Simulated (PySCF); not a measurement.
Compound: 3-buten-1-ol, C₄H₈O.
Atom-mapped SMILES: `[CH2:1]=[CH:2][CH2:3][CH2:4][OH:5]` (hydrogens: H6, H7 on C1; H8 on C2; H9, H10 on C3; H11, H12 on C4; H13 on O5)

Computed with PBE0-D3(BJ)/def2-SVP geometry optimisation, gas phase (PySCF 2.14.0).

Question: Give the optimised bond lengths and angles.

Answer: 
```tsv
bond	length (bohr)
C1=C2	2.525
C2–C3	2.826
C3–C4	2.892
C4–O5	2.638
C1–H6	2.070
C1–H7	2.066
C2–H8	2.076
C3–H9, C3–H10	2.084
C4–H11	2.099
C4–H12	2.082
O5–H13	1.825
```

Bonds in one row agree within 0.02 bohr and their mean is given. A selection of angles:
```tsv
angle	degrees
C2–C1–H6	121.3
C2–C1–H7	121.6
H6–C1–H7	117.1
C1–C2–C3	124.8
C1–C2–H8	118.7
C3–C2–H8	116.3
C2–C3–C4	110.9
C2–C3–H9	110.1
C4–C3–H9	108.5
H9–C3–H10	107.8
C3–C4–O5	112.2
C3–C4–H11	109.2
O5–C4–H11	111.9
O5–C4–H12	107.1
H11–C4–H12	106.7
C4–O5–H13	107.1
```

Dihedral angles: C1–C2–C3–C4 -102° (anticlinal); C2–C3–C4–O5 62° (synclinal); H13–O5–C4–C3 -49° (synclinal). The mirror-image conformer, all signs reversed, is as good.

The C–C distances run from 1.336 Å (C1=C2, drawn double) to 1.530 Å (C3–C4, drawn single), a spread of 0.194 Å. Of the pairs four or more bonds apart, C2···H13 is among the closest relative to their van der Waals radii: 2.47 Å, 85 % of the sum of Bondi's values.

Point group: C1 (no symmetry element, even within 0.4 Å). Whether it is a minimum is left open (no frequencies). The numbers are those of one conformer (C1–C2–C3–C4 -102°, C2–C3–C4–O5 62°, C3–C4–O5–H -49°).
